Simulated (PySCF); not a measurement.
**Ways to converge the SCF of CH⁻ (triplet)**

Aim: find out which solver settings change the answer for CH⁻ (triplet).

Program: PySCF 2.14.0. Level of theory: method and basis as typed in the scripts. These are calculated values, not measurements.

2 further runs of the same task are left out: 2 that didn't finish.

**1. The starting structure**

CH⁻ (triplet): 2 atoms, charge -1, spin multiplicity 3.

Bond lengths: H1–C2 1.073 Å.

**2. The run that the others are compared with**

File input.py:

```python
from pyscf import gto, scf

mol = gto.M(
    atom='H 0 0 0; C 0 0 1.073',
    basis='def2-svp',
    charge=-1,
    spin=2,
    verbose=3,
)
mf = scf.UHF(mol)
mf.kernel()
mf.stability(internal=True, external=True)
mf.dip_moment()
print('orbital energies (hartree):', [e[max(0, n-3):n+3].round(4) for e, n in zip(mf.mo_energy, mol.nelec)])
```

The run is started by

```sh
$ OMP_NUM_THREADS=1 python input.py
```

The log of this run is left out.

It gives: E(SCF) = -38.229219 Eh, ⟨S²⟩ = 2.014, internal stable; real -> complex stable; UHF/UKS -> GHF/GKS stable.

The bond length is a typed value, not an optimised one. The dipole of an ion depends on the origin. The triplet is typed in the script; nothing here shows that it is the ground state.

**3. DIIS space 12**

Edit 1 changes DIIS space: default → 12.

File input.py:

```python
from pyscf import gto, scf

mol = gto.M(
    atom='H 0 0 0; C 0 0 1.073',
    basis='def2-svp',
    charge=-1,
    spin=2,
    verbose=3,
)
mf = scf.UHF(mol)
mf.diis_space = 12
mf.kernel()
mf.stability(internal=True, external=True)
mf.dip_moment()
print('orbital energies (hartree):', [e[max(0, n-3):n+3].round(4) for e, n in zip(mf.mo_energy, mol.nelec)])
```

The run is started by

```sh
$ OMP_NUM_THREADS=1 python input.py
```

**4. Point-group symmetry on**

Edit 2 changes point-group symmetry: off → on.

input.py, as its differences from that of step 2:

```diff
@@ -7,2 +7,3 @@
     spin=2,
+    symmetry=True,
     verbose=3,
```

**5. Second-order solver on**

Edit 3 changes second-order solver: off → on.

input.py, as its differences from that of step 2:

```diff
@@ -10,2 +10,3 @@
 mf = scf.UHF(mol)
+mf = mf.newton()
 mf.kernel()
```

**6. Smearing width 0.005 hartree**

Edit 4 changes smearing width: none → 0.005 hartree; step after the SCF: stability → none.

input.py, as its differences from that of step 2:

```diff
@@ -10,4 +10,4 @@
 mf = scf.UHF(mol)
+mf = scf.addons.smearing_(mf, sigma=0.005, method='fermi')
 mf.kernel()
-mf.stability(internal=True, external=True)
 mf.dip_moment()
```

**7. Initial guess core**

Edit 5 changes initial guess: minao → core.

input.py, as its differences from that of step 2:

```diff
@@ -10,2 +10,3 @@
 mf = scf.UHF(mol)
+mf.init_guess = 'core'
 mf.kernel()
```

Q: Predict the outcome of this session. Wanted: for each run, E(SCF); from base; gap, α spin; after the SCF.

As calculated:

| run | E(SCF) (hartree) | from base (eV) | gap, α spin (eV) | after the SCF |
| --- | --- | --- | --- | --- |
| base | -38.229219 | 0 | 14.31 | stable |
| DIIS space 12 | -38.229219 | 0.0000 | 14.31 | stable |
| point-group symmetry on | -38.229219 | 0.0000 | 14.31 | stable (point group kept) |
| second-order solver on | -38.229219 | 0.0000 | 14.31 | stable |
| smearing width 0.005 hartree | -37.966011 | not comparable | n/a | n/a |
| initial guess core | -38.229219 | 0.0000 | 14.31 | stable |

What this shows: The SCF energy stays the same, to the digits that matter, with DIIS space 12 or point-group symmetry on or second-order solver on or initial guess core. PySCF falls back to minao for a guess that it doesn't know or can't read, so that run repeats the base.
